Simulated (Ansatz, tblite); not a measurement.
Forces on the cluster Li₂Al⁺ at its PBE-D4/def2-TZVP geometry. Charge 1, multiplicity 1.

The xTB rows come from tblite. The structure comes from a short search, and lower isomers may exist.

GFN1-xTB (tblite), largest force 0.31 eV/Å:

```xyz
3
positions Å, forces eV/Å
Al    0.000    0.000    0.000    0.000    0.000    0.000
Li   -0.880    2.634    0.092    0.097   -0.290   -0.010
Li    0.880   -2.634   -0.092   -0.097    0.290    0.010
```

GFN2-xTB (tblite), largest force 0.13 eV/Å:

```
Al 0.000 0.000 0.000
Li 0.040 -0.120 -0.004
Li -0.040 0.120 0.004
```

PBE-D4/def2-TZVP (Ansatz), largest force 0.00 eV/Å:

```
Al 0.000 0.000 0.000
Li 0.000 0.000 0.000
Li 0.000 0.000 0.000
```
